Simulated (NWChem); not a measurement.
**Total energies of P (+1)**

```xyz
1

P      0.0000     0.0000     0.0000
```
Charge +1, spin multiplicity 3.

Everything below was run with NWChem.

Basis set: cc-pVTZ (34 functions).

```json
[
 {"method": "UHF", "total energy (Ha)": "-340.35192", "relative cost": "1"},
 {"method": "UMP2", "total energy (Ha)": "-340.41435", "relative cost": "under 3"},
 {"method": "UB2PLYP", "total energy (Ha)": "-340.76986", "relative cost": "under 3"},
 {"method": "UPBE", "total energy (Ha)": "-340.72232", "relative cost": "under 3"},
 {"method": "UB3LYP", "total energy (Ha)": "-340.90415", "relative cost": "under 3"},
 {"method": "Ur2SCAN", "total energy (Ha)": "-340.85221", "relative cost": "under 3"}
]
```

Total energies of different functionals aren't comparable as a measure of quality: only differences taken within one method are. The cost column gives rough processor time relative to UHF; each entry includes its own SCF.

The correlated methods keep 5 core orbitals frozen. B3LYP has NWChem's definition, with VWN1-RPA local correlation. No SCF solution was tested for a lower state. Open-shell Hartree-Fock references start from PBE0 orbitals; any time given for them includes that run.
